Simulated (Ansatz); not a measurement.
Input file:

```yaml
crystal:
  periodic: [false, false, false]
  atoms:
    - { symbol: B, position_ang: [-0.004462, 0.223156, 0.011292] }
    - { symbol: H, position_ang: [-0.0111, 0.624078, 1.136932] }
    - { symbol: H, position_ang: [1.025977, 0.163999, -0.578066] }
    - { symbol: H, position_ang: [-1.034644, 0.106957, -0.569807] }
    - { symbol: F, position_ang: [0.056114, -1.829445, 0.720889] }
    - { symbol: H, position_ang: [0.074014, -1.691347, 1.63916] }
basis:
  gaussian: { orbitals: def2-TZVP }
hamiltonian:
  xc: b3lyp
  dispersion: d4
neb:
  order_check: false
  images: 7
  f_tol: 0.05
  max_iterations: 60
  final_atoms:
    - { symbol: B, position_ang: [0.01139506, -0.47499843, -0.5792342] }
    - { symbol: H, position_ang: [0.01628603, 0.22220667, 2.30282023] }
    - { symbol: H, position_ang: [1.04972674, 0.1095846, -0.63463788] }
    - { symbol: H, position_ang: [-1.05792699, 0.05234937, -0.61656934] }
    - { symbol: F, position_ang: [0.04800193, -1.79308294, -0.48340266] }
    - { symbol: H, position_ang: [0.03841622, -0.51866127, 2.37142384] }
  initial_path:
    images:
      - { positions_ang: [[-0.004462, 0.223156, 0.011292], [-0.0111, 0.624078, 1.136932], [1.025977, 0.163999, -0.578066], [-1.034644, 0.106957, -0.569807], [0.056114, -1.829445, 0.720889], [0.074014, -1.691347, 1.63916]] }
      - { positions_ang: [[-0.00393775, 0.16917414, 0.01037185], [-0.00785231, 0.46266447, 1.23953303], [1.02610314, 0.12842395, -0.58106649], [-1.03460802, 0.08397187, -0.57347938], [0.05999731, -1.75651608, 0.66301565], [0.06619663, -1.49032035, 1.60202535]] }
      - { positions_ang: [[-0.0034135, 0.11519228, 0.0094517], [-0.00460463, 0.30125095, 1.34213405], [1.02622928, 0.0928489, -0.58406699], [-1.03457204, 0.06098674, -0.57715176], [0.06388062, -1.68358717, 0.60514229], [0.05837926, -1.28929371, 1.5648907]] }
      - { positions_ang: [[-0.00288924, 0.06121043, 0.00853155], [-0.00135694, 0.13983742, 1.44473508], [1.02635542, 0.05727385, -0.58706748], [-1.03453605, 0.03800161, -0.58082413], [0.06776393, -1.61065825, 0.54726894], [0.05056189, -1.08826706, 1.52775605]] }
      - { positions_ang: [[-0.00236499, 0.00722857, 0.0076114], [0.00189075, -0.0215761, 1.5473361], [1.02648156, 0.0216988, -0.59006797], [-1.03450007, 0.01501648, -0.58449651], [0.07164724, -1.53772934, 0.48939559], [0.04274451, -0.88724041, 1.4906214]] }
      - { positions_ang: [[0.00107502, -0.11332818, -0.1391], [0.00548957, 0.03936959, 1.73620714], [1.03229286, 0.04367025, -0.60121045], [-1.0403568, 0.02434971, -0.59251472], [0.06573591, -1.60156774, 0.24619603], [0.04166244, -0.79509563, 1.71082201]] }
      - { positions_ang: [[0.00451504, -0.23388493, -0.2858114], [0.00908839, 0.10031529, 1.92507817], [1.03810415, 0.0656417, -0.61235293], [-1.04621353, 0.03368293, -0.60053292], [0.05982458, -1.66540614, 0.00299647], [0.04058037, -0.70295084, 1.93102262]] }
      - { positions_ang: [[0.00795505, -0.35444168, -0.4325228], [0.01268721, 0.16126098, 2.1139492], [1.04391545, 0.08761315, -0.6234954], [-1.05207026, 0.04301615, -0.60855113], [0.05391326, -1.72924454, -0.2402031], [0.0394983, -0.61080606, 2.15122323]] }
      - { positions_ang: [[0.01139506, -0.47499843, -0.5792342], [0.01628603, 0.22220667, 2.30282023], [1.04972674, 0.1095846, -0.63463788], [-1.05792699, 0.05234937, -0.61656934], [0.04800193, -1.79308294, -0.48340266], [0.03841622, -0.51866127, 2.37142384]] }
```

Launched with:

```bash
$ ansatz run input.yaml --threads 2 --pin off --max-ram 3072MiB --backend cpu --events-out ev --progress --plain --runs-dir out
```

Hardware: 2 threads of Intel(R) Xeon(R) Platinum 8259CL CPU @ 2.50GHz (Skylake/Cascade Lake), with other jobs on the host.

**Question.** Roughly how long does this run take, and how much memory?

**Answer.** 100 s, with a peak of 0.14 GiB, for 16 band iterations.
